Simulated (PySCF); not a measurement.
## Fractional electron number in Si (silicon, neutral)

The 3p alpha orbital of [Ne] 3s2 3p2 is emptied in steps (occupation f), with all orbitals relaxed, ending at [Ne] 3s2 3p1. All numbers are calculated (PySCF 2.14, the spin-free X2C one-electron Hamiltonian (Gaussian nucleus), in x2c-TZVPall (5s5p2d1f, 37 functions)). The exact energy is a straight line in f; departures are measured from the line between the end points of the same method.

```csv
f,UHF (eV),LDA (eV),PBE (eV),PBE0 (eV),r2SCAN (eV),LC-wPBE (eV),BHandHLYP (eV),wB97X (eV),BLYP (eV),M06-2X (eV)
1,0.000,0.000,0.000,0.000,0.000,0.000,0.000,0.000,0.000,0.000
0.9,0.048,-0.335,-0.329,-0.236,-0.309,-0.010,-0.148,-0.032,-0.333,-0.159
0.7,0.110,-0.786,-0.769,-0.550,-0.717,-0.020,-0.345,-0.072,-0.779,-0.372
0.5,0.128,-0.941,-0.916,-0.653,-0.846,-0.020,-0.411,-0.081,-0.930,-0.445
0.3,0.106,-0.793,-0.768,-0.545,-0.700,-0.013,-0.344,-0.065,-0.781,-0.371
0.1,0.044,-0.341,-0.327,-0.232,-0.293,-0.003,-0.147,-0.027,-0.334,-0.152
0,0.000,0.000,0.000,0.000,0.000,0.000,0.000,0.000,0.000,0.000
```

Problem. For M06-2X, how does the orbital energy at f = 1 compare with the removal energy?

Solution. −ε = 6.193 eV against a total-energy difference of 7.955 eV. By Janak's theorem ε = ∂E/∂f, so the gap between them reflects the curvature. Along the path −ε is 6.541 (f = 0.9), 7.236 (f = 0.7), 7.950 (f = 0.5), 8.704 (f = 0.3), 9.354 (f = 0.1) eV.

| method | E(f=0) − E(f=1) (eV) | −ε at f=1 (eV) | −ε at f=0.5 (eV) |
| --- | --- | --- | --- |
| UHF | 7.630 | 8.169 | 7.617 |
| LDA | 8.219 | 4.507 | 8.199 |
| PBE | 8.180 | 4.536 | 8.183 |
| PBE0 | 8.206 | 5.583 | 8.220 |
| r2SCAN | 8.315 | 4.880 | 8.363 |
| LC-wPBE | 8.294 | 8.181 | 8.315 |
| BHandHLYP | 7.970 | 6.324 | 7.974 |
| wB97X | 8.050 | 7.687 | 8.073 |
| BLYP | 7.923 | 4.235 | 7.916 |
| M06-2X | 7.955 | 6.193 | 7.950 |

Reference removal energy between the ground levels: 8.152 eV (measured; NIST Atomic Spectra Database, ionization energies). The calculation has no spin-orbit coupling. UHF lacks correlation.
